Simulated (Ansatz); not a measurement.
Coupled-cluster run, `C[C@@H]1O[C@]1(N)F`.

```yaml
crystal:
  periodic: [false, false, false]
  atoms:
    - {symbol: C, position_ang: [0.038658, -0.412027, 1.710406]}
    - {symbol: C, position_ang: [0.355357, -0.436243, 0.252602]}
    - {symbol: O, position_ang: [1.223983, 0.624663, -0.246848]}
    - {symbol: C, position_ang: [-0.072039, 0.600689, -0.686332]}
    - {symbol: N, position_ang: [-0.258719, 0.513827, -2.075252]}
    - {symbol: F, position_ang: [-0.877543, 1.575511, -0.192820]}
    - {symbol: H, position_ang: [0.907903, -0.721417, 2.295942]}
    - {symbol: H, position_ang: [-0.776899, -1.107619, 1.924541]}
    - {symbol: H, position_ang: [-0.261369, 0.586209, 2.026611]}
    - {symbol: H, position_ang: [0.608725, -1.409491, -0.167648]}
    - {symbol: H, position_ang: [-1.207419, 0.262705, -2.316569]}
    - {symbol: H, position_ang: [0.396463, -0.132008, -2.490732]}
basis:
  gaussian: {orbitals: def2-TZVPP}
correlation: {method: ccsd_t}
output: {orbitals: {seedname: orbitals}}
```

```sh
$ ansatz run in.yaml --threads 4 --pin off --events-out ev --progress --plain --max-ram 10444MiB
```

The program prints (abridged):

```
Functional definition: HF
1650 factors; integrals over basis functions are off by at most 1.1e-3 eV
mean field evaluation 1: about -9409.1428 eV, gradient 4.5e1 eV
mean field evaluation 2: about -9409.4586 eV, gradient 4.6e1 eV
mean field evaluation 4: about -9413.8590 eV, gradient 5.1e0 eV
mean field evaluation 8: about -9413.9360 eV, gradient 3.9e-1 eV
mean field evaluation 16: about -9413.9365 eV, gradient 1.5e-6 eV
mean field -9413.93653458 eV, -345.9557866504 hartree, gradient 1.5e-6 eV, S^2 0.000000; 0 other end points of the search recorded, 0 dependent functions left out
6 core orbitals not correlated: weight in the atoms' cores, before any rotation towards them, 1.000 or more for the frozen orbitals, at most 0.000 for the correlated occupied ones
reference -9413.93653458 eV, -345.9557866504 hartree; 18, 18 occupied and 246, 246 virtual orbitals, 1650 factors
second order -32.45369810 eV of doubles, -0.00000000 eV of singles
cycle   1  -32.30814400 eV  change    1.5e-1 eV  update   1.2e-1
cycle   2  -33.03463505 eV  change   -7.3e-1 eV  update   3.4e-2
cycle   3  -33.20007535 eV  change   -1.7e-1 eV  update   1.6e-2
cycle   4  -33.18476215 eV  change    1.5e-2 eV  update   3.4e-3
cycle   5  -33.18439104 eV  change    3.7e-4 eV  update   1.5e-3
cycle   6  -33.18544894 eV  change   -1.1e-3 eV  update   4.7e-4
cycle   7  -33.18520907 eV  change    2.4e-4 eV  update   1.9e-4
cycle   8  -33.18511239 eV  change    9.7e-5 eV  update   6.1e-5
cycle   9  -33.18512620 eV  change   -1.4e-5 eV  update   2.0e-5
perturbative correction -1.30766236 eV, -0.0480557053 hartree
Total energy: -9448.42932314 eV, -347.2233732498 hartree
```

It took 5.1 min on 4 threads of an Arm Neoverse V2 on a shared host, with 7.8 GiB of host memory at the peak.

MP2 recovers 94.1 % of the CCSD(T) correlation energy and the triples give 3.8 %; T1 = 0.0114.
